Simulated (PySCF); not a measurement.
Molecule: `CC(C)(C)C=O`, C5H10O.

Geometry (Å), atoms numbered from 1 in this order:
```xyz
16

C    -0.3047   -1.4701    0.0217
C    -0.0036    0.0308   -0.0668
C    -0.7082    0.7664    1.0792
C     1.4957    0.2949   -0.0535
C    -0.6149    0.5349   -1.3615
O    -0.0197    1.0679   -2.2571
H     0.2058   -2.0287   -0.7779
H    -1.3853   -1.6718   -0.0558
H     0.0401   -1.8683    0.9887
H    -0.5037    1.8477    1.0464
H    -0.3543    0.3824    2.0486
H    -1.8001    0.6231    1.0420
H     1.9919   -0.2051   -0.8977
H     1.7081    1.3705   -0.1400
H     1.9435   -0.0745    0.8819
H    -1.7250    0.3662   -1.4318
```

Geometry PBE0-D3(BJ)/def2-SVP throughout; GIAO in PySCF 2.14.0 with density-fitted response routines, gas phase, one conformer, non-relativistic; equivalent atoms averaged; basis pcSseg-1.

For orientation, B97-2 gives these absolute shieldings σ: C5 -21.3, C2 141.3, C1/C3/C4 159.5, O6 -315.0, H16 21.92, H7/H8/H9/H10/H11/H12/H13/H14/H15 30.39 ppm.

A run gave: C5 -31.1, C2 139.3, C1/C3/C4 157.8, O6 -345.1, H16 21.92, H7/H8/H9/H10/H11/H12/H13/H14/H15 30.34 ppm (absolute shieldings σ).

Which functional was used in that run?
A. wB97X-D
B. BLYP
C. WP04
D. CAM-B3LYP
E. PBE

Results:

D. O6 tells them apart best: CAM-B3LYP gives -345.1, PBE gives -325.1, WP04 gives -312.0, BLYP gives -327.9, wB97X-D gives -333.8 ppm.
